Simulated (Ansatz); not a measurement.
A made-up structure of AlH₂O₂, doublet:

```
5
angstrom
O -0.3668 -0.2597 -0.1880
Al -0.8773 -0.9829 1.3069
O 0.9405 0.8034 -0.1932
H -0.8509 -0.4865 -0.9973
H 1.4523 1.0653 0.5695
```

It is relaxed with PBE-D4/def2-SVP and then PBE0-D4/def2-TZVP (Ansatz 0.2.0). Atoms count as bonded within 1.22 times the sum of their covalent radii (H–H: 0.88 Å). The end point is not checked to be a true minimum.

(1) Does its bonding change? (Judge from chemistry; the calculation decides.)

Answers

(1) The calculation gives: Yes. Formed: Al2–O3; broken: none.

Where it ends: The first stage lowers the energy by 5.05 eV in 24 steps. It ends as AlH₂O₂ ([OH][Al][OH]):
```xyz
5
angstrom
O -1.0772 -1.0288 -0.3976
Al -0.1199 -0.3232 0.8115
O 0.9765 0.9079 0.3834
H -1.0254 -0.7617 -1.3162
H 1.5439 1.3454 1.0167
```

Labels in which every atom is bracketed show which atoms are joined, not bond orders.

For scale, one of the runs: PBE0-D4/def2-TZVP relaxation, 111 basis functions, launched by `ansatz run in.yaml --threads 2 --pin off --events-out ev --progress --plain --max-ram 4352MiB`. Hardware: 2 CPU threads of an Arm Neoverse V1, shared host. Wall time about 18 s.
